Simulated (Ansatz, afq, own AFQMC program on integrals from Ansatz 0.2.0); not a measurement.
**Where AFQMC and coupled cluster stand for BH₄, doublet**

```xyz
5

B    -0.0483    0.0930    0.0921
H     0.3664    0.9055    0.9027
H    -0.4726   -0.7147    0.9025
H    -0.4611    0.9016   -0.7234
H     1.0851   -2.0894   -2.0694
```

Basis 6-31G. Noble-gas cores (and the filled d shells of Ga–Kr and In–Xe) are frozen. Ansatz 0.2.0 and our own AFQMC program on the same integrals; the CISD trial comes from CCSD amplitudes, and released means the phaseless constraint is let go. ± is one standard error of the sampling.

Determinant: UHF, the one that the program's search chose, which needn't be the lowest solution. The geometry is a point of a scan.

Full CI on the same integrals is exact in this basis and with this determinant's frozen core.

The T1 diagnostic is 0.0060. The weight of the determinant in the CISD state is 0.952. The ⟨S²⟩ of the determinant is 0.750. The size of the correlated space is 7 electrons in 16 orbitals.

```csv
level,correlation energy (eV)
MP2,-1.5790
CCSD,-2.1070
CCSD(T),-2.1310
```

Q: Estimate where full CI lies against CCSD(T) on the same integrals.

A: 0.8 kJ/mol below CCSD(T).

Reference: full CI, correlation energy -2.139 eV. The released energy is read at 2.40 1/Eh (meV from the phaseless value at times in 1/Eh: -1.6 ± 2.0 at 0.24, 0.2 ± 2.1 at 0.51, -1.7 ± 2.1 at 0.99, -2.5 ± 1.4 at 1.62, -0.5 ± 1.3 at 2.40).

| level | E − E(reference) (kJ/mol) | share of correlation (%) |
| --- | --- | --- |
| CCSD(T) | 0.8 | 99.63 |
| CCSDT | 0.0 | 99.99 |
| CCSDT(Q) | 0.0 | 100.00 |
| CCSDTQ | 0.0 | 100.00 |
| ph-AFQMC/CISD | 0.2 ± 0.2 | 99.93 |
| released AFQMC | 0.1 ± 0.1 | 99.95 |

CCSDT and higher add their correlation energy to the determinant of the CCSD(T) run, since their own runs factorise the integrals more tightly (a shift of under 2 meV). A walk keeps the symmetry of its determinant, which the program's search chose and which needn't be the lowest solution, so a lower state of the same spin and another symmetry isn't excluded. Released energies are given only where the last usable release times agree within the noise; a slower fall can still hide under it.
